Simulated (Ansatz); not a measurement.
One stationary structure of C. Computed with r2SCAN (plane waves to 500 eV, PAW, scalar-relativistic; Ansatz, an electronic-structure program).

```xyz
2
Lattice="0.0000 1.7802 1.7802 1.7802 0.0000 1.7802 1.7802 1.7802 0.0000" Properties=species:S:1:pos:R:3 pbc="T T T"
C      2.6702     2.6702     2.6702
C      1.7802     1.7802     1.7802
```

### Question
Determine the symmetry and give the standard cell with its independent sites.

### Answer
Space group Fd-3m, origin choice 1 (No. 227); a = b = c = 3.5603 Å, α = β = γ = 90.00°

| atom | site | symmetry | x | y | z |
|---|---|---|---|---|---|
| C | 8a | -43m | 0.0000 | 0.0000 | 0.0000 |

This is the diamond type.

### Question
Give the shortest distances between elements (the closest pairs, up to four, under 3.6 Å).

### Answer
C–C 1.54 Å.

- Volume per atom = 5.64 Å³
- Band gap = 4.36 eV, indirect (valence top at Γ, conduction bottom at 71 % of the way from Γ to X) (no spin-orbit coupling)
- Smallest direct gap = 5.90 eV at Γ

No spin polarisation in the result.

Measured for C: a 3.553 Å (static lattice; corrected from measurement; as listed in Daniel Mejia-Rodriguez, S. B. Trickey, Phys. Rev. B (2018)); gap 5.85 eV (static lattice; corrected from measurement; as listed in Wei Chen et al., Physical Review Materials (2018)). Computed minus measured — a: r2SCAN +0.2 %; gap: r2SCAN -1.49 eV. The computed values are for a static lattice, and a measured gap can be an optical one, lowered by exciton binding.

The run could not lose the symmetry of its start; a randomly shaken copy of 4 atoms returns to this structure.

All atoms sit on sites fixed by symmetry, so only the cell could relax.
